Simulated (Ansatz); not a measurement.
# Worked example: PN⁺, doublet against PN, singlet

Geometry (PBE0/def2-TZVP stationary point of a singlet), kept for both states (PN, singlet: Σ⁺; PN⁺, doublet: Σ⁺):

```xyz
2

N     0.0000    0.0000    0.0000
P     0.0000    0.0000    1.4794
```

Basis 6-31G; Ansatz 0.2.0. Only valence electrons are correlated (noble-gas cores frozen). R marks a restricted (for open shells ROHF) determinant, U an unrestricted one.

Full CI is exact within this basis and frozen core; it isn't the basis-set limit. The frozen core follows each run's orbitals, which can shift R against U totals by a few meV.

Unrestricted rows (U, and Kohn–Sham where it breaks symmetry) aren't spin-pure: their determinants' ⟨S²⟩ exceeds S(S+1) by up to 0.83, so they mix in states of higher spin.

```tsv
level	E(PN, singlet) (hartree)	E(PN⁺, doublet) (hartree)
UHF	-395.054848	-394.671948
UMP2	-395.192594	-394.783034
UCCSD(T)*	-395.247738	-394.840654
PBE	-395.770225	-395.337833
r2SCAN	-395.926536	-395.491649
full CI	-395.251557	-394.846076
```

**Question.** Give the vertical gap, PN⁺ doublet less PN singlet, at each level in eV (1 hartree = 27.2114 eV), and each error against full CI.

**Answer.** full CI: (-394.846076 − (-395.251557)) × 27.2114 = 11.034 eV (the reference)
r2SCAN: (-395.491649 − (-395.926536)) × 27.2114 = 11.834 eV, error 0.800 eV
PBE: (-395.337833 − (-395.770225)) × 27.2114 = 11.766 eV, error 0.732 eV
UCCSD(T): (-394.840654 − (-395.247738)) × 27.2114 = 11.077 eV, error 0.043 eV
UMP2: (-394.783034 − (-395.192594)) × 27.2114 = 11.145 eV, error 0.111 eV
UHF: (-394.671948 − (-395.054848)) × 27.2114 = 10.419 eV, error -0.615 eV

Total energies of functionals can't be set beside those of wave-function methods, since they hold the core's correlation and their own absolute errors; only the differences compare.

The set has no polarisation functions, so the order and spacing of states can differ from the basis-set limit.

In so small a basis the reference is far from its limit while semilocal and hybrid functionals are nearer theirs, so the functionals' errors here hold much of the reference's basis and frozen-core error, which can add to them or hide them.

Each level lands on the state that its own search finds. T1 diagnostics of restricted CCSD: 0.015 and 0.060.

An asterisk marks runs whose energy the program itself flagged as in doubt.
